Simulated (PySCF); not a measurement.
# S, S⁺, S²⁺: ionisation energies with spin-orbit coupling

Each state of sulfur is computed at each level; their differences give the ionisation energy. How far do the methods differ?

Program: PySCF 2.14.0. Level of theory: two-component X2C-1e, generalised determinants. These are calculated values, not measurements, unless marked.

### 1 What is computed

| Item | Value |
| --- | --- |
| Element | sulfur (Z = 16) |
| Basis | x2c-QZVPPall-2c (9s7p4d2f1g, 73 functions) |
| Hamiltonian | two-component X2C-1e, Gaussian nucleus, no Breit or QED terms; spin-orbit coupling, run by run: off; screened by Boettger's factors |
| Core shells frozen in the correlated runs | [Ne] (for S) |
| State 1 | S: [Ne] 3s2 3p4; 3p1/2 filled at m_j = -1/2, +1/2; 3p3/2 filled at m_j = +1/2, +3/2 |
| State 2 | S⁺: [Ne] 3s2 3p3; 3p1/2 filled at m_j = -1/2, +1/2; 3p3/2 filled at m_j = +3/2 |
| State 3 | S²⁺: [Ne] 3s2 3p2; 3p1/2 filled at m_j = -1/2, +1/2 |
| Needed too, but not shown | S³⁺ [Ne] 3s2 3p1 (2P) |
| Methods | GHF, GMP2 |

Outer shells as boxes (Hund's rule):

S [Ne] 3s2 3p4
```
[Ne] core
3s [↑↓]
3p [↑↓][↑ ][↑ ]
```

S+ [Ne] 3s2 3p3
```
[Ne] core
3s [↑↓]
3p [↑ ][↑ ][↑ ]
```

S2+ [Ne] 3s2 3p2
```
[Ne] core
3s [↑↓]
3p [↑ ][↑ ][  ]
```

All steps ran in one process of a driver on top of PySCF, which takes the settings above as its task.

It was started by

```sh
$ OMP_NUM_THREADS=1 python sorun2.py TASK.json OUT
```

The integrals over 73 functions and the set-up took 1 s of CPU time.

### 2 S

**GHF (spin-free)**

Log:

```text
cycle= 1 E= -398.5762618520  delta_E= -399  |FDS-SDF|= 0.022
cycle= 2 E= -398.5908378463  delta_E= -0.0146  |FDS-SDF|= 0.00725
cycle= 3 E= -398.5918407423  delta_E= -0.001  |FDS-SDF|= 0.00242
cycle= 4 E= -398.5920313012  delta_E= -0.000191  |FDS-SDF|= 0.000747
cycle= 5 E= -398.5920595609  delta_E= -2.83e-05  |FDS-SDF|= 0.000179
cycle= 6 E= -398.5920618829  delta_E= -2.32e-06  |FDS-SDF|= 5.47e-05
cycle= 7 E= -398.5920620930  delta_E= -2.1e-07  |FDS-SDF|= 9.2e-06
cycle= 8 E= -398.5920620991  delta_E= -6.06e-09  |FDS-SDF|= 1.35e-06
cycle= 9 E= -398.5920620992  delta_E= -1.14e-10  |FDS-SDF|= 2.44e-07
```

It took 1.7 s on 1 thread of Intel Xeon Platinum 8259CL at 2.50GHz, shared host, the integrals not counted.

Occupied spinors (without spin-orbit coupling the j labels only name the start):

```csv
spinor shell,electrons,mean energy (eV),weight of the nominal j,rms radius (bohr)
1s1/2,2,-2511.5,1.000,0.112
2s1/2,2,-246.36,1.000,0.516
2p3/2,4,-181.74,0.833,0.491
2p1/2,2,-182.00,0.667,0.490
3s1/2,2,-24.075,0.999,1.85
3p3/2,2,-12.754,0.833,2.21
3p1/2,2,-11.133,0.667,2.29
```

M_J = 2, ⟨J²⟩ = 6.018, ⟨L²⟩ = 2.012, ⟨S²⟩ = 2.006.

**GMP2 (spin-free)**

No log was kept for this step.

Time after the integrals: 0.23 s (1 thread of Intel Xeon Platinum 8259CL at 2.50GHz, shared host).

With 6 electrons correlated and 10 very high virtual spinors dropped, the MP2 correlation energy is -0.13428 hartree. Largest pairs: 3p3/2-3s1/2 -0.0357, 3p1/2-3p3/2 -0.0354, 3p1/2-3s1/2 -0.0274, 3p1/2-3p1/2 -0.0178, 3s1/2-3s1/2 -0.0111.

**GHF (screened spin-orbit)**

Log:

```text
cycle= 1 E= -398.5676595227  delta_E= -399  |FDS-SDF|= 0.0224
cycle= 2 E= -398.5801542107  delta_E= -0.0125  |FDS-SDF|= 0.0103
cycle= 3 E= -398.5836205123  delta_E= -0.00347  |FDS-SDF|= 0.00647
cycle= 4 E= -398.5856101366  delta_E= -0.00199  |FDS-SDF|= 0.00541
cycle= 5 E= -398.5880126103  delta_E= -0.0024  |FDS-SDF|= 0.00461
cycle= 6 E= -398.5926443255  delta_E= -0.00463  |FDS-SDF|= 0.00241
cycle= 7 E= -398.5933455364  delta_E= -0.000701  |FDS-SDF|= 0.00107
cycle= 8 E= -398.5935709223  delta_E= -0.000225  |FDS-SDF|= 0.000476
cycle= 9 E= -398.5935817175  delta_E= -1.08e-05  |FDS-SDF|= 0.000101
cycle= 10 E= -398.5935820651  delta_E= -3.48e-07  |FDS-SDF|= 2.59e-05
cycle= 11 E= -398.5935821014  delta_E= -3.63e-08  |FDS-SDF|= 6.69e-06
cycle= 12 E= -398.5935821033  delta_E= -1.9e-09  |FDS-SDF|= 2.84e-06
cycle= 13 E= -398.5935821035  delta_E= -2.05e-10  |FDS-SDF|= 7.11e-07
```

It took 3.7 s on 1 thread of Intel Xeon Platinum 8259CL at 2.50GHz, shared host, the integrals not counted.

Occupied spinors:

```csv
spinor shell,electrons,mean energy (eV),weight of the nominal j,rms radius (bohr)
1s1/2,2,-2511.4,1.000,0.112
2s1/2,2,-246.35,1.000,0.516
2p1/2,2,-182.95,0.935,0.489
2p3/2,4,-181.25,0.967,0.492
3s1/2,2,-24.069,0.999,1.85
3p3/2,2,-12.728,0.832,2.21
3p1/2,2,-11.164,0.679,2.29
```

M_J = 2, ⟨J²⟩ = 6.020, ⟨L²⟩ = 2.016, ⟨S²⟩ = 2.004. Rows whose weight is well below 1 mix j = l ± 1/2: exchange competes with spin-orbit coupling there.

**GMP2 (screened spin-orbit)**

This step left no log, only its results.

Time after the integrals: 0.08 s (1 thread of Intel Xeon Platinum 8259CL at 2.50GHz, shared host).

With 6 electrons correlated and 10 very high virtual spinors dropped, the MP2 correlation energy is -0.13427 hartree. Largest pairs: 3p3/2-3s1/2 -0.0356, 3p1/2-3p3/2 -0.0354, 3p1/2-3s1/2 -0.0275, 3p1/2-3p1/2 -0.0178, 3s1/2-3s1/2 -0.0111.

### 3 S⁺

**GHF (spin-free)**

Log:

```text
cycle= 1 E= -398.2449795207  delta_E= -398  |FDS-SDF|= 0.0191
cycle= 2 E= -398.2577066371  delta_E= -0.0127  |FDS-SDF|= 0.00548
cycle= 3 E= -398.2584627502  delta_E= -0.000756  |FDS-SDF|= 0.00126
cycle= 4 E= -398.2585381869  delta_E= -7.54e-05  |FDS-SDF|= 0.000271
cycle= 5 E= -398.2585440076  delta_E= -5.82e-06  |FDS-SDF|= 5.4e-05
cycle= 6 E= -398.2585442132  delta_E= -2.06e-07  |FDS-SDF|= 3.47e-06
cycle= 7 E= -398.2585442140  delta_E= -7.31e-10  |FDS-SDF|= 3.67e-07
```

It took 1.3 s on 1 thread of Intel Xeon Platinum 8259CL at 2.50GHz, shared host, the integrals not counted.

Occupied spinors (without spin-orbit coupling the j labels only name the start):

```csv
spinor shell,electrons,mean energy (eV),weight of the nominal j,rms radius (bohr)
1s1/2,2,-2523.1,1.000,0.112
2s1/2,2,-257.88,1.000,0.516
2p3/2,4,-193.29,0.833,0.491
2p1/2,2,-193.29,0.667,0.491
3s1/2,2,-33.877,1.000,1.78
3p3/2,1,-23.454,1.000,2.03
3p1/2,2,-23.454,0.500,2.03
```

M_J = 3/2, ⟨J²⟩ = 3.751, ⟨L²⟩ = 0.000, ⟨S²⟩ = 3.751.

**GMP2 (spin-free)**

The driver printed no log here.

It took 0.23 s on 1 thread of Intel Xeon Platinum 8259CL at 2.50GHz, shared host, the integrals not counted.

With 5 electrons correlated and 4 very high virtual spinors dropped, the MP2 correlation energy is -0.09731 hartree. Largest pairs: 3p1/2-3s1/2 -0.0430, 3p3/2-3s1/2 -0.0215, 3p1/2-3p3/2 -0.0143, 3s1/2-3s1/2 -0.0113, 3p1/2-3p1/2 -0.0072.

**GHF (screened spin-orbit)**

Log:

```text
cycle= 1 E= -398.2454681591  delta_E= -398  |FDS-SDF|= 0.0192
cycle= 2 E= -398.2582486907  delta_E= -0.0128  |FDS-SDF|= 0.00551
cycle= 3 E= -398.2590162715  delta_E= -0.000768  |FDS-SDF|= 0.00132
cycle= 4 E= -398.2590969422  delta_E= -8.07e-05  |FDS-SDF|= 0.000383
cycle= 5 E= -398.2591061116  delta_E= -9.17e-06  |FDS-SDF|= 0.000189
cycle= 6 E= -398.2591082399  delta_E= -2.13e-06  |FDS-SDF|= 9.99e-05
cycle= 7 E= -398.2591090466  delta_E= -8.07e-07  |FDS-SDF|= 1.44e-05
cycle= 8 E= -398.2591090629  delta_E= -1.63e-08  |FDS-SDF|= 2.86e-06
cycle= 9 E= -398.2591090632  delta_E= -3.46e-10  |FDS-SDF|= 2.47e-06
```

Time after the integrals: 3.5 s (1 thread of Intel Xeon Platinum 8259CL at 2.50GHz, shared host).

Occupied spinors:

```csv
spinor shell,electrons,mean energy (eV),weight of the nominal j,rms radius (bohr)
1s1/2,2,-2523.1,1.000,0.112
2s1/2,2,-257.88,1.000,0.516
2p1/2,2,-194.56,0.813,0.489
2p3/2,4,-192.66,0.906,0.492
3s1/2,2,-33.877,1.000,1.78
3p1/2,2,-23.474,0.511,2.03
3p3/2,1,-23.415,1.000,2.03
```

M_J = 3/2, ⟨J²⟩ = 3.751, ⟨L²⟩ = 0.001, ⟨S²⟩ = 3.750. A second start ended at -398.16032 hartree. Rows whose weight is well below 1 mix j = l ± 1/2: exchange competes with spin-orbit coupling there.

**GMP2 (screened spin-orbit)**

This step left no log, only its results.

Time after the integrals: 0.07 s (1 thread of Intel Xeon Platinum 8259CL at 2.50GHz, shared host).

With 5 electrons correlated and 4 very high virtual spinors dropped, the MP2 correlation energy is -0.09731 hartree. Largest pairs: 3p1/2-3s1/2 -0.0430, 3p3/2-3s1/2 -0.0215, 3p1/2-3p3/2 -0.0143, 3s1/2-3s1/2 -0.0113, 3p1/2-3p1/2 -0.0072.

### 4 S²⁺

**GHF (spin-free)**

Log:

```text
cycle= 1 E= -397.3935545160  delta_E= -397  |FDS-SDF|= 0.0286
cycle= 2 E= -397.4179452524  delta_E= -0.0244  |FDS-SDF|= 0.00883
cycle= 3 E= -397.4195982974  delta_E= -0.00165  |FDS-SDF|= 0.00201
cycle= 4 E= -397.4196907941  delta_E= -9.25e-05  |FDS-SDF|= 0.000466
cycle= 5 E= -397.4196964892  delta_E= -5.7e-06  |FDS-SDF|= 7.07e-05
cycle= 6 E= -397.4196965813  delta_E= -9.21e-08  |FDS-SDF|= 1e-05
cycle= 7 E= -397.4196965853  delta_E= -4.02e-09  |FDS-SDF|= 1.43e-06
cycle= 8 E= -397.4196965854  delta_E= -1.28e-10  |FDS-SDF|= 4.16e-07
```

Time after the integrals: 1.5 s (1 thread of Intel Xeon Platinum 8259CL at 2.50GHz, shared host).

Occupied spinors (without spin-orbit coupling the j labels only name the start):

```csv
spinor shell,electrons,mean energy (eV),weight of the nominal j,rms radius (bohr)
1s1/2,2,-2537.9,1.000,0.112
2s1/2,2,-272.13,1.000,0.515
2p1/2,2,-207.75,0.667,0.490
2p3/2,4,-207.33,0.833,0.491
3s1/2,2,-45.278,0.999,1.71
3p1/2,2,-34.611,0.500,1.90
```

M_J = 0, ⟨J²⟩ = 2.012, ⟨L²⟩ = 2.008, ⟨S²⟩ = 2.003.

**GMP2 (spin-free)**

No log was kept for this step.

It took 0.23 s on 1 thread of Intel Xeon Platinum 8259CL at 2.50GHz, shared host, the integrals not counted.

With 4 electrons correlated and 4 very high virtual spinors dropped, the MP2 correlation energy is -0.07689 hartree. Largest pairs: 3p1/2-3s1/2 -0.0500, 3s1/2-3s1/2 -0.0194, 3p1/2-3p1/2 -0.0074.

**GHF (screened spin-orbit)**

Log:

```text
cycle= 1 E= -397.3951308246  delta_E= -397  |FDS-SDF|= 0.0289
cycle= 2 E= -397.4198538659  delta_E= -0.0247  |FDS-SDF|= 0.00893
cycle= 3 E= -397.4215414385  delta_E= -0.00169  |FDS-SDF|= 0.00207
cycle= 4 E= -397.4216445188  delta_E= -0.000103  |FDS-SDF|= 0.000603
cycle= 5 E= -397.4216581596  delta_E= -1.36e-05  |FDS-SDF|= 0.000294
cycle= 6 E= -397.4216632858  delta_E= -5.13e-06  |FDS-SDF|= 0.000211
cycle= 7 E= -397.4216687513  delta_E= -5.47e-06  |FDS-SDF|= 0.000109
cycle= 8 E= -397.4216697194  delta_E= -9.68e-07  |FDS-SDF|= 9.98e-05
cycle= 9 E= -397.4216708771  delta_E= -1.16e-06  |FDS-SDF|= 9.47e-05
cycle= 10 E= -397.4216793797  delta_E= -8.5e-06  |FDS-SDF|= 3.96e-05
cycle= 11 E= -397.4216809407  delta_E= -1.56e-06  |FDS-SDF|= 4.15e-06
cycle= 12 E= -397.4216809417  delta_E= -9.67e-10  |FDS-SDF|= 1.1e-06
```

It took 3 s on 1 thread of Intel Xeon Platinum 8259CL at 2.50GHz, shared host, the integrals not counted.

Occupied spinors:

```csv
spinor shell,electrons,mean energy (eV),weight of the nominal j,rms radius (bohr)
1s1/2,2,-2537.9,1.000,0.112
2s1/2,2,-272.11,1.000,0.515
2p1/2,2,-208.89,0.839,0.488
2p3/2,4,-206.75,0.920,0.492
3s1/2,2,-45.273,0.999,1.71
3p1/2,2,-34.628,0.520,1.90
```

M_J = 0, ⟨J²⟩ = 1.882, ⟨L²⟩ = 2.010, ⟨S²⟩ = 2.001. A second start ended at -397.37173 hartree. Rows whose weight is well below 1 mix j = l ± 1/2: exchange competes with spin-orbit coupling there.

The determinant has a definite M_J but mixes levels of different J.

**GMP2 (screened spin-orbit)**

The driver printed no log here.

It took 0.06 s on 1 thread of Intel Xeon Platinum 8259CL at 2.50GHz, shared host, the integrals not counted.

With 4 electrons correlated and 4 very high virtual spinors dropped, the MP2 correlation energy is -0.07685 hartree. Largest pairs: 3p1/2-3s1/2 -0.0500, 3s1/2-3s1/2 -0.0194, 3p1/2-3p1/2 -0.0075.

### 5 Differences of total energies

Ionisation energy: S [Ne] 3s2 3p4 [3p1/2^2 3p3/2^2, M_J = 2] → S⁺ [Ne] 3s2 3p3 [3p1/2^2 3p3/2^1, M_J = 3/2].

```csv
method,value (eV),error (eV),"CPU time, both states (s)"
GHF (spin-free),9.075,-1.285,3
GMP2 (spin-free),10.083,-0.277,3.5
GHF (screened spin-orbit),9.101,-1.259,7.1
GMP2 (screened spin-orbit),10.109,-0.251,7.3
```

Reference: 10.360 eV (measured; NIST Atomic Spectra Database, ionization energies).

Ionisation energy: S⁺ [Ne] 3s2 3p3 [3p1/2^2 3p3/2^1, M_J = 3/2] → S²⁺ [Ne] 3s2 3p2 [3p1/2^2, M_J = 0].

```csv
method,value (eV),less the reference (eV),"CPU time, both states (s)"
GHF (spin-free),22.826,-0.512,2.8
GMP2 (spin-free),23.382,+0.044,3.3
GHF (screened spin-orbit),22.788,-0.550,6.5
GMP2 (screened spin-orbit),23.344,+0.007,6.6
```

Reference: 23.338 eV (measured; NIST Atomic Spectra Database, ionization energies). The determinant of S2+ mixes levels of different J (the jj label is only the starting occupation), so the difference between spin-free and spin-orbit rows is not the physical spin-orbit shift.

Ionisation energy: S²⁺ [Ne] 3s2 3p2 [3p1/2^2, M_J = 0] → S³⁺ [Ne] 3s2 3p1 [3p1/2^1, M_J = 1/2].

```csv
method,value (eV),less the reference (eV)
GHF (spin-free),33.977,-0.883
GMP2 (spin-free),34.679,-0.181
GHF (screened spin-orbit),33.940,-0.920
GMP2 (screened spin-orbit),34.641,-0.219
```

Reference: 34.86 ± 0.04 eV (semi-empirical (NIST evaluation); NIST Atomic Spectra Database, ionization energies). The determinant of S2+ mixes levels of different J (the jj label is only the starting occupation), so the difference between spin-free and spin-orbit rows is not the physical spin-orbit shift.

The differences also use runs on S³⁺ [Ne] 3s2 3p1 (2P), which are not shown here. Times are CPU seconds on a shared host without the integrals; correlated rows include their Hartree-Fock run.

### 6 What came out

| quantity | value |
| --- | --- |
| ionisation energy, S | GHF (spin-free) 9.075, GMP2 (screened spin-orbit) 10.109 eV; reference 10.360 |
| ionisation energy, S⁺ | GHF (spin-free) 22.826, GMP2 (screened spin-orbit) 23.344 eV; reference 23.338 |
| ionisation energy, S²⁺ | GHF (spin-free) 33.977, GMP2 (screened spin-orbit) 34.641 eV; reference 34.86 ± 0.04 |

Each level's miss and price (over 1 difference):

```csv
method,mean absolute miss against the measured value (with the measured fine structure taken into account where it is known) (eV),"CPU time, both states (s)"
GHF (spin-free),1.285,3
GMP2 (spin-free),0.277,3.5
GHF (screened spin-orbit),1.259,7.1
GMP2 (screened spin-orbit),0.251,7.3
```

Against experiment GMP2 (screened spin-orbit) comes closest (off by 0.25 eV) and GHF (spin-free) is farthest (1.28 eV). Spin-orbit coupling moves the first difference by +0.026 eV at GMP2. The basis is finite, and no extrapolation was made.
